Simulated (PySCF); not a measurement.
# C5H8O: the cost of one run

Computed with PySCF 2.14.0, with density-fitted response routines of our own, on a single molecule in the gas phase. Atoms are numbered from 0 throughout.

**1. Starting geometry**

14 atoms, charge 0, multiplicity 1; geometry from: MMFF94s.

Bonds of the start (Å): C0–C1 1.50, C1–C2 1.34, C2–C3 1.49, C3–C4 1.51, C3–O5 1.23, C0–H6 1.09, C0–H7 1.09, C0–H8 1.09, C1–H9 1.09, C2–H10 1.09, C4–H11 1.09, C4–H12 1.09, C4–H13 1.09.

**2. Relaxing the molecule at PBE0-D3(BJ)/def2-SVP**

The job: settings as JSON, then the geometry in Å.

```
{"job": {"xc": "PBE0", "basis": "def2-SVP", "d3": "d3bj", "grid": 1, "kind": "geom"}, "charge": 0, "multiplicity": 1}
C      2.293117    -0.588863     0.130044
C      0.810249    -0.400328     0.090134
C      0.225886     0.776537    -0.178982
C     -1.244778     1.005799    -0.228279
C     -2.188880    -0.136673     0.036456
O     -1.655599     2.136360    -0.487154
H      2.596875    -0.940942     1.120614
H      2.835375     0.337562    -0.084116
H      2.592887    -1.338382    -0.608752
H      0.220349    -1.289224     0.295779
H      0.816045     1.665311    -0.384599
H     -2.038807    -0.522816     1.047932
H     -3.219873     0.221464    -0.043474
H     -2.042848    -0.925807    -0.705603
```

Command:

```console
$ OMP_NUM_THREADS=1 python probes_run.py task.json out
```

The driver reads the jobs from task.json and runs them one after another.

Q: Estimate the wall time and peak memory of this first job on 1 thread of Arm Neoverse V2, shared host.

About 48 s, with a peak of 0.49 GiB.
